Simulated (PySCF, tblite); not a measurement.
Compound: 1-chloro-1,1-difluoroethane, C2H3ClF2.
Structure used (GFN2-xTB), in Å, numbered top down from 1:
```xyz
8
C2H3ClF2 angstrom
C     -0.8043   -0.1937   -0.0216
C      0.6474    0.2018    0.0801
F      1.1996   -0.2295    1.2302
F      0.7981    1.5400    0.0865
Cl     1.6190   -0.4539   -1.2757
H     -0.8872   -1.2764   -0.0030
H     -1.2212    0.1934   -0.9468
H     -1.3424    0.2279    0.8258
```

Computed, not measured: PBE0/pcSseg-1 in PySCF (dipole) on a GFN2-xTB geometry, gas phase.

Take the most abundant isotopes and a rigid rotor. 

What are A, B and C (MHz)?

Ia = 96.53, Ib = 156.29, Ic = 162.24 u·Å²; 505379 MHz·u·Å²/I gives A = 5236, B = 3234, C = 3115 MHz.

What kind of rotor is it?

An asymmetric top. Ray's parameter κ = (2B − A − C)/(A − C) = -0.888; −1 is the prolate and +1 the oblate limit.

What does the inertial defect say?

Not planar: Δ = Ic − Ia − Ib = -90.58 u·Å². For a rigid frame Δ = −2 Σ m c², so Σ m c² = 45.29 u·Å² lies off the ab plane: 1.59 from hydrogen and 43.70 from heavier atoms. The atom farthest from that plane is 1.07 Å away.

List the rotational levels J(Ka,Kc) to J = 4 (K).

Above 0(0,0), as E/k:
J = 1: 1(0,1) 0.305, 1(1,1) 0.401, 1(1,0) 0.406
J = 2: 2(0,2) 0.914, 2(1,2) 1.004, 2(1,1) 1.022, 2(2,1) 1.310, 2(2,0) 1.310
J = 3: 3(0,3) 1.827, 3(1,3) 1.910, 3(1,2) 1.944, 3(2,2) 2.224, 3(2,1) 2.225, 3(3,1) 2.719, 3(3,0) 2.719
J = 4: 4(0,4) 3.043, 4(1,4) 3.117, 4(1,3) 3.174, 4(2,3) 3.442, 4(2,2) 3.446, 4(3,2) 3.938, 4(3,1) 3.938, 4(4,1) 4.630, 4(4,0) 4.630

Which lines would a microwave search look for?

The dipole components are |μa| = 0.92 D, |μb| = 2.14 D, |μc| = 0.00 D; the mirror of this Cs structure is the ab plane, so μc vanishes by symmetry and there are no c-type lines. Intensities carry the squares of the components, which stand as 0.19 : 1.00 (a : b). Some lines, for components of 0.1 D or more:

```json
{"type": "a", "branch": "Q", "J(Ka,Kc)": "2(1,1) ← 2(1,2)", "MHz": "355", "lower level (cm⁻¹)": "0.698"}
{"type": "b", "branch": "Q", "J(Ka,Kc)": "1(1,0) ← 1(0,1)", "MHz": "2121", "lower level (cm⁻¹)": "0.212"}
{"type": "a", "branch": "R", "J(Ka,Kc)": "1(0,1) ← 0(0,0)", "MHz": "6349", "lower level (cm⁻¹)": "0.000"}
{"type": "b", "branch": "Q", "J(Ka,Kc)": "2(2,1) ← 2(1,2)", "MHz": "6362", "lower level (cm⁻¹)": "0.698"}
{"type": "b", "branch": "Q", "J(Ka,Kc)": "3(3,0) ← 3(2,1)", "MHz": "10285", "lower level (cm⁻¹)": "1.547"}
{"type": "b", "branch": "Q", "J(Ka,Kc)": "3(3,1) ← 3(2,2)", "MHz": "10310", "lower level (cm⁻¹)": "1.546"}
{"type": "b", "branch": "R", "J(Ka,Kc)": "2(0,2) ← 1(1,1)", "MHz": "10690", "lower level (cm⁻¹)": "0.279"}
{"type": "a", "branch": "R", "J(Ka,Kc)": "2(0,2) ← 1(0,1)", "MHz": "12692", "lower level (cm⁻¹)": "0.212"}
{"type": "a", "branch": "R", "J(Ka,Kc)": "2(1,1) ← 1(1,0)", "MHz": "12816", "lower level (cm⁻¹)": "0.283"}
{"type": "b", "branch": "R", "J(Ka,Kc)": "3(1,2) ← 2(2,1)", "MHz": "13214", "lower level (cm⁻¹)": "0.910"}
{"type": "b", "branch": "R", "J(Ka,Kc)": "3(0,3) ← 2(1,2)", "MHz": "17137", "lower level (cm⁻¹)": "0.698"}
{"type": "b", "branch": "R", "J(Ka,Kc)": "2(2,1) ← 1(1,0)", "MHz": "18822", "lower level (cm⁻¹)": "0.283"}
{"type": "b", "branch": "R", "J(Ka,Kc)": "2(2,0) ← 1(1,1)", "MHz": "18946", "lower level (cm⁻¹)": "0.279"}
{"type": "a", "branch": "R", "J(Ka,Kc)": "3(2,2) ← 2(2,1)", "MHz": "19046", "lower level (cm⁻¹)": "0.910"}
{"type": "a", "branch": "R", "J(Ka,Kc)": "3(2,1) ← 2(2,0)", "MHz": "19066", "lower level (cm⁻¹)": "0.911"}
{"type": "a", "branch": "R", "J(Ka,Kc)": "3(1,2) ← 2(1,1)", "MHz": "19221", "lower level (cm⁻¹)": "0.710"}
{"type": "b", "branch": "R", "J(Ka,Kc)": "3(1,3) ← 2(0,2)", "MHz": "20754", "lower level (cm⁻¹)": "0.635"}
{"type": "b", "branch": "R", "J(Ka,Kc)": "3(2,2) ← 2(1,1)", "MHz": "25052", "lower level (cm⁻¹)": "0.710"}
{"type": "b", "branch": "R", "J(Ka,Kc)": "3(2,1) ← 2(1,2)", "MHz": "25433", "lower level (cm⁻¹)": "0.698"}
{"type": "b", "branch": "R", "J(Ka,Kc)": "3(3,1) ← 2(2,0)", "MHz": "29351", "lower level (cm⁻¹)": "0.911"}
{"type": "b", "branch": "R", "J(Ka,Kc)": "3(3,0) ← 2(2,1)", "MHz": "29356", "lower level (cm⁻¹)": "0.910"}
```

Estimate the classical rotational partition function at 25 K, 50 K and 500 K.

Point group Cs, symmetry number σ = 1; q = (√π/σ)·√((kT/h)³/(ABC)), k/h = 20836.6 MHz/K: 2900 at 25 K, 8210 at 50 K, 260000 at 500 K.

Its GFN2-xTB frequencies are all real (lowest 180 cm⁻¹). No vibrational averaging or centrifugal distortion is included, and the geometry carries the error of its method. A rigid rotor knows nothing of internal rotation, which can split or shift real lines. Quadrupole hyperfine structure (35Cl) is left out.
